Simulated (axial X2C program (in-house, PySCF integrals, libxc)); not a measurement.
Levels of AlF⁻ by electron attachment to AlF (EOM-EA-CCSD)

Computed with an in-house all-electron X2C program for linear molecules (integrals from PySCF): two-component X2C with atomic mean-field Coulomb and Gaunt terms, Gaussian nuclei, basis Al dyall-av3z, F dyall-av3z with contracted cores.

R = 1.829 Å (1.090 times 1.678 Å, the PBE0 minimum at charge 0 for the lowest determinant).

Levels of AlF⁻ obtained by attaching an electron to AlF:

```
  Ω  binding energy (eV)  above lowest (cm⁻¹)       attached spinor  one-particle weight
1/2               -0.048                    0    88% Al pπ, 7% F pπ                 0.96
3/2               -0.049                   10    88% Al pπ, 7% F pπ                 0.96
1/2               -0.578                 4273  87% Al pσ, 10% Al sσ                 0.99
1/2               -0.833                 6328  83% Al sσ, 10% Al pσ                 0.99
1/2               -1.041                 8012             95% Al pπ                 0.98
3/2               -1.043                 8023             95% Al pπ                 0.98
1/2               -1.918                15084  61% Al pσ, 28% Al dσ                 0.97
```

Negative binding energies belong to unbound states, resonances or levels that the basis set holds; within some tenths of an eV of zero the sign is not settled.

This point took 11 s on 1 thread of Intel(R) Xeon(R) Processor @ 2.30GHz (shared host).

Reference electrons by ω block (each with its −ω partner): 1/2: 9, 3/2: 2. 10 electrons of AlF correlated (inner shells frozen), 92 natural virtual spinors (a truncated set); levels can be off by some tenths of an eV. Roots sought by Ω: (1/2: 5, 3/2: 4, 5/2: 2, 7/2: 1); the list ends where they run out and leaves out roots under 60 % one-particle weight. The solver can skip a root, and states that need a further excitation, which the method places far too high, are missing though they may lie low or lowest. T1 of the reference 0.018 (Lee–Taylor). Number of frozen shells: Al 2 s, 1 p; F 1 s.
